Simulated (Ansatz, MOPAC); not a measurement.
Barrier height from H + F2 to the transition structure F2H, without zero-point energy, on the benchmark's geometries as Psi4's copy of the set gives them.
Transition structure (charge 0, multiplicity 2):
```xyz
3

H      0.000     0.000    -2.231
F      0.000     0.000    -0.616
F      0.000     0.000     0.864
```
Reactant (charge 0, multiplicity 1):
```xyz
2

F      0.00000     0.00000     0.00000
F      1.39520     0.00000     0.00000
```

Open shells are unrestricted; no spin–orbit coupling.

Cores are frozen in the correlated methods. CBS: X⁻³ extrapolation of the correlation energy, Hartree–Fock from the larger set. The state that AM1, PM3, PM6, PM7 reach isn't checked; PM7 holds dispersion and hydrogen-bond terms.

Run with Ansatz (a program for electronic structure) with Gaussian orbitals; MOPAC for AM1, PM3, PM6, PM7 (differences of heats of formation). 

Other levels give for the barrier height: PBE/def2-TZVPPD -9.55; B3LYP/def2-TZVPPD -7.16; wB97M-V/def2-TZVPPD -0.59; MP2/CBS(aug-cc-pVTZ, aug-cc-pVQZ) + ΔCCSD(T)/aug-cc-pVTZ 2.67 kcal/mol.

Common cheap choices:

```tsv
level	barrier height (kcal/mol)
AM1	-2.51
PM3	-1.62
PM6	1.57
PM7	8.99
```

Doubts at one or more of the structures used: a spin-contaminated determinant (MP2/CBS(aug-cc-pVTZ, aug-cc-pVQZ) + ΔCCSD(T)/aug-cc-pVTZ); T1 above 0.05 (MP2/CBS(aug-cc-pVTZ, aug-cc-pVQZ) + ΔCCSD(T)/aug-cc-pVTZ).

The set's own value is 2.27 kcal/mol (Zhao et al., NHTBH38), an estimate for the real system.
